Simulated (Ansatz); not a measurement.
# BNSi: the cost of one run

Program: Ansatz 0.2.0, Gaussian basis. Level of theory: def2-TZVPP, core rule «outside noble gas», up to 7 orbitals frozen. These are calculated values, not measurements.

To be run: UHF; ROHF; CCSD(T) on UHF.

2 further runs of the same task are left out: 2 set aside as unsound or not needed.

## Step 1: The system

The geometry is a PBE0/def2-TZVP stationary point (not a proven minimum) of the parent state, kept for this charge and spin.

3 atoms, charge 1, spin multiplicity 4.

Atoms are counted from 1 here; the program's logs count them from 0.

Bond lengths: B1–Si2 1.862 Å, Si2–N3 1.606 Å. Angles: B1–Si2–N3 180.0°.

## Step 2: UHF

Input file in.yaml:

```yaml
crystal:
  periodic: [false, false, false]
  atoms:
    - {symbol: B, position_ang: [0.000000, 0.000000, 1.776800]}
    - {symbol: Si, position_ang: [0.000000, 0.000000, -0.085500]}
    - {symbol: N, position_ang: [0.000000, 0.000000, -1.691300]}
basis:
  gaussian: {orbitals: def2-TZVPP}
total_charge: 1
magnetization: {spin_polarized: true, initial_magnetization: 3}
hamiltonian: {xc: hf}
output: {orbitals: {seedname: orbitals}}
```

On the command line:

```
$ ansatz run in.yaml --threads 1 --pin off --events-out ev --progress --plain --max-ram 2816MiB --backend cpu
```

What time and memory should one allow on 1 thread of AMD EPYC 7R13, shared host?

About 12 s, with a peak of 0.26 GiB.
